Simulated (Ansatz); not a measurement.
Geometry optimisation, RKS PBE-D4/def2-SVP in Ansatz.

Input file:

```yaml
crystal:
  periodic: [false, false, false]
  atoms:
    - { symbol: B, position_ang: [0.0, 0.0, 0.0] }
    - { symbol: C, position_ang: [0.0, 0.0, 1.6] }
    - { symbol: H, position_ang: [-0.9996, -0.3092, 1.9705] }
    - { symbol: H, position_ang: [0.7676, -0.7111, 1.9705] }
    - { symbol: H, position_ang: [0.232, 1.0203, 1.9705] }
    - { symbol: F, position_ang: [1.1431, 0.0, -0.66] }
    - { symbol: H, position_ang: [-1.0305, 0.0, -0.595] }
basis:
  gaussian: { orbitals: def2-SVP }
hamiltonian:
  xc: pbe
  dispersion: d4
relax:
  f_tol: 0.02
  max_steps: 40
output:
  orbitals: {}
```

Run as:

```bash
$ ansatz run input.yaml --threads 1 --pin off --max-ram 2048MiB --backend cpu --events-out ev --progress --plain --runs-dir out
```

Problem. Where does it end, and by what steps?

Solution. It converged. The force dipped under the threshold on the way, but the program's further checks kept it going. After 16 steps the energy has fallen by 0.077 eV; F6 moved furthest, 0.45 Å.

| step | energy less start (eV) | largest force component (eV/Å) | accepted |
| --- | --- | --- | --- |
| 0 | 0.0000 | 1.700 | yes |
| 1 | -0.0511 | 0.803 | yes |
| 2 | -0.0557 | 0.460 | yes |
| 3 | -0.0626 | 0.277 | yes |
| 4 | -0.0692 | 0.205 | yes |
| 5 | -0.0741 | 0.076 | yes |
| 6 | -0.0730 | 0.109 | no |
| 7 | -0.0745 | 0.031 | yes |
| 8 | -0.0723 | 0.352 | no |
| 9 | -0.0757 | 0.014 | yes |
| 10 | -0.0764 | 0.048 | yes |
| 11 | -0.0747 | 0.208 | no |
| 12 | -0.0769 | 0.005 | yes |
| 13 | -0.0771 | 0.028 | yes |
| 14 | -0.0772 | 0.044 | yes |
| 15 | -0.0773 | 0.026 | yes |
| 16 | -0.0773 | 0.017 | yes |

```xyz
7
Properties=species:S:1:pos:R:3
B 0.002 0.013 0.024
C 0.027 -0.013 1.586
H -0.858 -0.572 1.964
H 0.946 -0.448 2.024
H -0.105 1.022 1.972
F 1.041 -0.442 -0.686
H -0.941 0.440 -0.627
```

Run time: 23 s on 1 thread of Arm Neoverse V2, with other jobs on the host, peak memory 0.12 GiB.
